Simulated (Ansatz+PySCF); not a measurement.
Results of a calculation; reference values are marked as such.
Input for PySCF 2.14.0:

```python
from pyscf import gto, scf, mp

mol = gto.M(atom="""
N 0.000000 0.000000 -1.035770
O 0.000000 0.000000 0.906300
""", basis='sto-3g', charge=0, spin=1)
mf = scf.UHF(mol)
mf.kernel()
pt = mp.MP2(mf, frozen=2).run()
print(mf.e_tot, pt.e_corr, pt.e_tot)
```

The script is written out from the run's settings.

The run gave:

```yaml
Converged: yes
Reference_energy: -127.25213 hartree
Correlation_energy: -0.03227 hartree
Total_energy: -127.28440 hartree
```

This is not the lowest solution: another run reaches a determinant 7.29 eV lower. Caution: bonds are stretched, where a single reference can fail; another spin multiplicity may lie lower.
